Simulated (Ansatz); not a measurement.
**CaB6-type LaB6**

Method: PBE (Ansatz, a quantum-chemistry and plane-wave program, plane waves, PAW).

Run with plane-wave cutoff 520 eV, 14×14×14 k mesh, Fermi–Dirac smearing 0.05 eV, scalar-relativistic PAW data made under PBE.

Cell (relaxed at this level):

```cif
data_B6La
_chemical_formula_sum 'La1 B6'
_space_group_name_H-M_alt 'P 1'
_space_group_IT_number 1
_cell_length_a 4.15476
_cell_length_b 4.15476
_cell_length_c 4.15476
_cell_angle_alpha 90.000
_cell_angle_beta 90.000
_cell_angle_gamma 90.000
loop_
_space_group_symop_operation_xyz
  'x, y, z'
loop_
_atom_site_label
_atom_site_type_symbol
_atom_site_fract_x
_atom_site_fract_y
_atom_site_fract_z
_atom_site_occupancy
La1 La 0.00000 0.00000 0.00000 1
B1 B 0.80018 0.50000 0.50000 1
B2 B 0.50000 0.19982 0.50000 1
B3 B 0.50000 0.80018 0.50000 1
B4 B 0.19982 0.50000 0.50000 1
B5 B 0.50000 0.50000 0.80018 1
B6 B 0.50000 0.50000 0.19982 1
```

| Property | Value |
|---|---|
| bulk modulus B0 | 174 GPa |
| band gap | none |
| pressure derivative B′ of the bulk modulus | 3.7 |

Measured, for comparison: bulk modulus 164 ± 2 GPa (room temperature, not corrected to a static lattice, isothermal; as tabulated in LaB6 under pressure, Phys. Rev. B 80, 172104 (doi 10.1103/PhysRevB.80.172104)). Computed (rounded) less measured: bulk modulus +6 %. A static lattice is as a rule a little smaller and stiffer than an uncorrected measurement, which narrows the difference in the bulk modulus and would widen misses of the other sign.

Note: the bulk modulus comes from volumes at which shape and atoms were relaxed.

Spin–orbit coupling is not included.

Static lattice: no zero-point or thermal effects.

The result took about 4 core-minutes (a rough figure).
